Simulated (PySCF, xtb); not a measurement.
Homolysis of single bonds, series ethynyl-X. Isolated molecules, 0 K electronic values unless said otherwise. One relaxed conformer stands for each flexible species; it need not be the lowest. Strings in code marks are SMILES.

Quantity: homolytic bond dissociation enthalpy at 298 K (no spin–orbit term), in kcal/mol. Thermal and zero-point terms are GFN2-xTB rigid-rotor harmonic values (xtb).

A: C–S bond of `C#CSC`, giving `C[S]` and `[C]#C`
B: C–F bond of `C#CF`, giving `[C]#C` and `[F]`
C: C–C bond of `C#CCC`, giving `[CH2]C` and `[C]#C`

### Question
Put the candidates in order of homolytic bond dissociation enthalpy at 298 K (no spin–orbit term), lowest first, for PBE-D3(BJ)/def2-TZVP (PySCF).

### Answer
A (113.2 kcal/mol), C (126.3 kcal/mol), B (139.4 kcal/mol)
